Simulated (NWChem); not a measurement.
The numbers come from NWChem runs, not from measurements. System: propene (C₃H₆), charge 0, spin multiplicity 1, at a geometry optimised with PBE0/def2-SVP. Level: PBE/def2-TZVP.

Part of the output:

```
             Northwest Computational Chemistry Package (NWChem) 7.3.0
             --------------------------------------------------------

                                NWChem Input Module
                                -------------------

 Scaling coordinates for geometry "geometry" by  1.889725989
 (inverse scale =  0.529177249)

 Turning off AUTOSYM since
 SYMMETRY directive was detected!

                             Geometry "geometry" -> ""
                             -------------------------

 Output coordinates in angstroms (scale by  1.889725989 to convert to a.u.)

  No.       Tag          Charge          X              Y              Z
 ---- ---------------- ---------- -------------- -------------- --------------
    1 C                    6.0000     0.25137300     1.21614800     0.00000000
    2 C                    6.0000    -0.45943400    -0.09662800     0.00000000
    3 C                    6.0000     0.12564600    -1.29532700     0.00000000
    4 H                    1.0000    -0.02407700     1.81718300    -0.88295200
    5 H                    1.0000    -0.02407700     1.81718300     0.88295200
    6 H                    1.0000     1.34406700     1.08852600     0.00000000
    7 H                    1.0000    -1.55647800    -0.05060500     0.00000000
    8 H                    1.0000     1.21599200    -1.39961100     0.00000000
    9 H                    1.0000    -0.46093800    -2.21783700     0.00000000

 Effective nuclear repulsion energy (a.u.)      70.5701132332

            Nuclear Dipole moment (a.u.)
            ----------------------------
        X                 Y               Z
 ---------------- ---------------- ----------------
    -0.0000018897    -0.0000056692     0.0000000000

      Symmetry information
      --------------------

 Group name             Cs
 Group number              2
 Group order               2
 No. of unique centers     8

      Symmetry unique atoms

     1    2    3    4    6    7    8    9


 Summary of "ao basis" -> "" (spherical)
 ------------------------------------------------------------------------------
       Tag                 Description            Shells   Functions and Types
 ---------------- ------------------------------  ------  ---------------------
 *                         def2-tzvp                  on all atoms

  pbe96 is a nonlocal functional; adding pw91lda local functional.

                                 NWChem DFT Module
                                 -----------------

 Summary of "ao basis" -> "ao basis" (spherical)
 ------------------------------------------------------------------------------
       Tag                 Description            Shells   Functions and Types
 ---------------- ------------------------------  ------  ---------------------
 C                         def2-tzvp                11       31   5s3p2d1f
 H                         def2-tzvp                 4        6   3s1p

 Summary of "ao basis" -> "ao basis" (spherical)
 ------------------------------------------------------------------------------
       Tag                 Description            Shells   Functions and Types
 ---------------- ------------------------------  ------  ---------------------
 C                         def2-tzvp                11       31   5s3p2d1f
 H                         def2-tzvp                 4        6   3s1p

      Symmetry analysis of basis
      --------------------------

        a'         89
        a"         40

            General Information
            -------------------
          SCF calculation type: DFT
          Wavefunction type:  closed shell.
          No. of atoms     :     9
          No. of electrons :    24
           Alpha electrons :    12
            Beta electrons :    12
          Charge           :     0
          Spin multiplicity:     1
          Use of symmetry is: on ; symmetry adaption is: on
          Maximum number of iterations: 100
          AO basis - number of functions:   129
                     number of shells:    57
          Convergence on energy requested:  1.00D-06
          Convergence on density requested:  1.00D-05
          Convergence on gradient requested:  5.00D-04
[...]
     6 a'          7 a'          8 a'          9 a"         10 a'
    11 a'         12 a'         13 a"         14 a"         15 a'
    16 a'         17 a'         18 a"         19 a'         20 a'
    21 a'         22 a"

------------------------------------------------------------
EAF file 0: "./mol.aoints.0" size=524288 bytes
------------------------------------------------------------
               write      read    awrite     aread      wait
               -----      ----    ------     -----      ----
     calls:        1         0         0         0         0
   data(b): 5.24e+05  0.00e+00  0.00e+00  0.00e+00
   time(s): 0.00e+00  0.00e+00  0.00e+00  0.00e+00  0.00e+00
rate(mb/s): 0.00e+00  0.00e+00
------------------------------------------------------------

   convergence    iter        energy       DeltaE   RMS-Dens  Diis-err    time
 ---------------- ----- ----------------- --------- --------- ---------  ------
 d= 0,ls=0.0,diis     1   -112.0654286453 -1.83D+02  6.47D+01  1.29D+01     1.9
 d= 0,ls=0.0,diis     2   -117.3216470538 -5.26D+00  1.54D-02  3.56D+00     2.3
 d= 0,ls=0.0,diis     3   -117.3156197439  6.03D-03  1.03D-02  3.01D+00     2.8
 d= 0,ls=0.0,diis     4   -117.7402206673 -4.25D-01  2.72D-03  2.58D-01     3.2
 d= 0,ls=0.0,diis     5   -117.7638503446 -2.36D-02  1.08D-03  9.88D-02     3.6
  Resetting Diis
 d= 0,ls=0.0,diis     6   -117.7766881531 -1.28D-02  1.42D-04  7.19D-04     4.1
 d= 0,ls=0.0,diis     7   -117.7767594496 -7.13D-05  9.60D-05  1.44D-04     4.5
 d= 0,ls=0.0,diis     8   -117.7767362545  2.32D-05  5.78D-05  3.38D-04     4.9
 d= 0,ls=0.0,diis     9   -117.7767769467 -4.07D-05  3.53D-06  2.90D-07     5.3
 d= 0,ls=0.0,diis    10   -117.7767769527 -5.96D-09  1.88D-06  2.46D-07     5.8

         Total DFT energy =     -117.776776952665
      One electron energy =     -296.637740102923
           Coulomb energy =      126.589452742688
    Exchange-Corr. energy =      -18.298602825586
 Nuclear repulsion energy =       70.570113233157

 Numeric. integr. density =       23.999996133681

     Total iterative time =      5.4s

                  Occupations of the irreducible representations
                  ----------------------------------------------

                     irrep           alpha         beta
                     --------     --------     --------
                     a'               10.0         10.0
                     a"                2.0          2.0

                       DFT Final Molecular Orbital Analysis
                       ------------------------------------

 Vector   10  Occ=2.000000D+00  E=-3.265999D-01  Symmetry=a'
              MO Center=  1.6D-01,  4.4D-01, -1.3D-15, r^2= 2.9D+00
   Bfn.  Coefficient  Atom+Function         Bfn.  Coefficient  Atom+Function
  ----- ------------  ---------------      ----- ------------  ---------------
     7      0.213865  1 C  py                69      0.207849  3 C  py
    38     -0.172028  2 C  py               107     -0.170875  6 H  s
     6     -0.166994  1 C  px                10      0.159452  1 C  py
    72      0.130988  3 C  py               125     -0.130545  9 H  s
    95      0.123730  4 H  s                101      0.123730  5 H  s

 Vector   11  Occ=2.000000D+00  E=-3.025420D-01  Symmetry=a'
              MO Center= -1.2D-01, -3.6D-01, -4.2D-16, r^2= 2.8D+00
   Bfn.  Coefficient  Atom+Function         Bfn.  Coefficient  Atom+Function
  ----- ------------  ---------------      ----- ------------  ---------------
    37      0.221658  2 C  px               113     -0.198174  7 H  s
    68     -0.185437  3 C  px               119     -0.165481  8 H  s
     6     -0.153414  1 C  px                40      0.152222  2 C  px
   125      0.149335  9 H  s                114     -0.135007  7 H  s
   112     -0.132312  7 H  s                  7     -0.128071  1 C  py

 Vector   12  Occ=2.000000D+00  E=-2.284955D-01  Symmetry=a"
              MO Center= -1.1D-01, -5.2D-01, -2.4D-15, r^2= 2.1D+00
   Bfn.  Coefficient  Atom+Function         Bfn.  Coefficient  Atom+Function
  ----- ------------  ---------------      ----- ------------  ---------------
    70      0.299311  3 C  pz                39      0.271187  2 C  pz
    73      0.257891  3 C  pz                42      0.230410  2 C  pz
    76      0.175999  3 C  pz                45      0.147906  2 C  pz
    95      0.098689  4 H  s                101     -0.098689  5 H  s
     8     -0.097430  1 C  pz                96      0.083452  4 H  s

 Vector   13  Occ=0.000000D+00  E=-2.383914D-02  Symmetry=a"
              MO Center= -1.3D-01, -6.0D-01, -2.2D-15, r^2= 2.7D+00
   Bfn.  Coefficient  Atom+Function         Bfn.  Coefficient  Atom+Function
  ----- ------------  ---------------      ----- ------------  ---------------
    45      0.623436  2 C  pz                76     -0.605417  3 C  pz
    39      0.328055  2 C  pz                70     -0.297952  3 C  pz
    42      0.288914  2 C  pz                73     -0.257341  3 C  pz
    96      0.175378  4 H  s                102     -0.175378  5 H  s
    14     -0.105162  1 C  pz                95      0.067575  4 H  s

 Vector   14  Occ=0.000000D+00  E= 3.128242D-02  Symmetry=a'
              MO Center= -8.1D-02,  1.1D+00, -3.2D-14, r^2= 6.8D+00
   Bfn.  Coefficient  Atom+Function         Bfn.  Coefficient  Atom+Function
  ----- ------------  ---------------      ----- ------------  ---------------
     5      5.490410  1 C  s                 96     -1.739496  4 H  s
   102     -1.739496  5 H  s                108     -1.455898  6 H  s
   114     -1.180338  7 H  s                 43     -1.134569  2 C  px
    36     -0.885355  2 C  s                 44     -0.887118  2 C  py
   120     -0.550416  8 H  s                 74      0.493152  3 C  px

 Vector   15  Occ=0.000000D+00  E= 5.729460D-02  Symmetry=a'
              MO Center= -1.5D-01, -2.2D-01, -6.6D-15, r^2= 7.2D+00
   Bfn.  Coefficient  Atom+Function         Bfn.  Coefficient  Atom+Function
  ----- ------------  ---------------      ----- ------------  ---------------
     5      2.409502  1 C  s                 36     -2.194332  2 C  s
   114      1.925014  7 H  s                108     -1.456446  6 H  s
   120     -1.247252  8 H  s                126      0.993418  9 H  s
    74      0.734749  3 C  px                44     -0.644282  2 C  py
    35     -0.422326  2 C  s                 75      0.398167  3 C  py

 center of mass
 --------------
 x =  -0.02205012 y =  -0.04703718 z =   0.00000000

 moments of inertia (a.u.)
 ------------------
         193.995627914322         -10.772872035104           0.000000000000
         -10.772872035104          39.331980633679           0.000000000000
           0.000000000000           0.000000000000         222.104401386166

     Multipole analysis of the density
     ---------------------------------

     L   x y z        total         alpha         beta         nuclear
     -   - - -        -----         -----         ----         -------
     0   0 0 0      0.000000    -12.000000    -12.000000     24.000000

     1   1 0 0     -0.018326     -0.009162     -0.009162     -0.000002
     1   0 1 0      0.171779      0.085892      0.085892     -0.000006
     1   0 0 1     -0.000000     -0.000000     -0.000000      0.000000

     2   2 0 0    -14.242936    -20.801732    -20.801732     27.360527
     2   1 1 0     -0.093675     -3.437156     -3.437156      6.780638
     2   1 0 1      0.000000      0.000000      0.000000      0.000000
     2   0 2 0    -14.430098    -67.328238    -67.328238    120.226378
     2   0 1 1     -0.000000     -0.000000     -0.000000      0.000000
     2   0 0 2    -16.341489    -10.954761    -10.954761      5.568034

 Task  times  cpu:        5.8s     wall:        5.8s

 Total times  cpu:        5.8s     wall:        5.8s
```

Q: Write an NWChem input that would produce this output.

A: One answer among several that fit: 
```
start mol
memory heap 200 mb stack 900 mb global 1100 mb
geometry units angstroms nocenter noautoz
  C      0.251373     1.216148     0.000000
  C     -0.459434    -0.096628     0.000000
  C      0.125646    -1.295327     0.000000
  H     -0.024077     1.817183    -0.882952
  H     -0.024077     1.817183     0.882952
  H      1.344067     1.088526     0.000000
  H     -1.556478    -0.050605     0.000000
  H      1.215992    -1.399611     0.000000
  H     -0.460938    -2.217837     0.000000
  symmetry group Cs
end
basis spherical
  * library def2-tzvp
end
dft
  xc xpbe96 cpbe96
  semidirect memsize 60000000 filesize 0
  iterations 100
end
task dft energy
```
